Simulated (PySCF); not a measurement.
## Structure from NMR data

An unknown has the formula C$_{2}$H$_{2}$F$_{2}$O$_{2}$. Its calculated NMR data are:

1H NMR (500 MHz, computed): δ 6.33 (br s, 1H), 6.00 (m, 1H).

13C{1H} NMR (computed): δ 170.0 (C), 113.9 (CH).

[PySCF 2.14.0 with density-fitted response routines: PBE0-D3(BJ)/def2-TZVP geometry; shielding tensors at B97-2/pcSseg-2 (GIAO); fast rotation and ring inversion assumed for equivalent nuclei; no relativistic terms; no solvent; single conformer]

Shifts are taken against calculated references (same method and geometry level): 1H (σ = 31.64 ppm) and 13C (σ = 185.38 ppm) vs TMS.

Problem. Deduce the structure.

Solution. 
The formula gives 1 degree of unsaturation (no ring in the answer). 2 carbon signals for 2 carbons: no two carbons are equivalent. Carbon types of the structure: 1 × C, 1 × CH, leaving 1 H on heteroatoms. δC 170.0: carboxylic acid carbon; it is a carbonyl in resonance with an O or N lone pair, the region of acids, esters and amides. δC 113.9: sp3 CH bonded to 2 F, α to a carbonyl; 2 electronegative neighbours deshield it. δH 6.33: hydrogen on an acid hydroxyl oxygen; exchangeable; this is the value without hydrogen bonding to other molecules. δH 6.00: hydrogen on an sp3 CH bonded to 2 F, α to a carbonyl; its carbon carries F, hence the downfield position.

These data were computed for `O=C(O)C(F)F`.

This is the structure that produced the data.

The OH or NH signal is concentration- and solvent-dependent in practice; the value given is the gas-phase one. Splittings by 19F in the carbon and heteronuclear signals aren't shown, as no couplings were computed. Shifts are as computed. Against solution values, carbons near 30 ppm lie about +3 ppm off and those near 130 ppm about +7 ppm. Of 1211 compounds with measured shifts, 218 miss one by over three times the rms of a fit or turn the order of signals round; such compounds aren't used in these exercises. Hydrogen bonding in solution deshields acid and N–H amide carbonyl carbons by as much as 10 ppm beyond these values.
